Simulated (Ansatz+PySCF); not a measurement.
Results of a calculation; reference values are marked as such.
## Several solutions for singlet CHO2(-)

```yaml
atoms:
  - { symbol: C, position_ang: [0.0000, 0.0000, -0.2809] }
  - { symbol: O, position_ang: [0.0000, 1.0414, 0.1900] }
  - { symbol: O, position_ang: [0.0000, -1.0414, 0.1900] }
  - { symbol: H, position_ang: [0.0000, 0.0000, -1.3552] }
```

Basis set: def2-SVP (spherical functions). Charge -1, multiplicity 1.

CASSCF(4,3) was run from several starts with Ansatz (development build ahead of 0.2.0) and PySCF 2.14.0. The starts are those of the Hartree–Fock orbitals from which the active space was taken at the frontier.

```csv
run,program,start,converged,energy (hartree),<S²>
A,Ansatz,stability test followed,yes,-188.02076,0.00
B,PySCF,program defaults,yes,-188.02056,0.00
C,Ansatz,search for the lowest state,yes,-188.02642,0.00
D,Ansatz,"atomic start, no search",yes,-188.02053,0.00
```

Question: Which runs reached the lowest solution of this kind, and what is wrong with the others?

Answer: C reached the lowest solution found. Converged but too high: A by 0.15 eV, B by 0.16 eV, D by 0.16 eV. Convergence only shows a stationary point; in CASSCF the end hangs on which orbitals enter the active space. Caution: no diffuse functions for an anion. Caution: other starts end on other solutions of this active space.
